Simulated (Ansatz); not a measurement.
## Black phosphorus

Computed with HSE06 (Ansatz, a quantum-chemistry and plane-wave program, PAW).

Numerical settings: plane-wave cutoff 500 eV, 8×8×6 k mesh (along the axes of the cell as run), gaussian smearing 0.02 eV, scalar-relativistic PAW data made under PBE.

Cell: relaxed at this level.

```yaml
volume_per_atom: 20.83 Å³/atom
lattice_constant_a: 3.291 Å
lattice_parameter_b: 11.193 Å
c axis length: 4.524 Å
band_gap: 0.73 eV (on the SCF k mesh)
```

Measured, for comparison: band gap 0.35 eV (temperature not stated, no zero-point or thermal correction; as tabulated in Das et al. (2018), arXiv:1807.05623); equilibrium volume per atom 18.97 Å³/atom (temperature not stated, no zero-point or thermal correction; as tabulated in Appalakondaiah et al. (2012), arXiv:1211.3512). Computed (rounded) less measured: band gap +0.38 eV, equilibrium volume per atom +9.8 %.

Note: the cell comes from a level without a dispersion term, which matters for the spacing of layers, chains or molecules.

Static lattice: no zero-point or thermal effects.
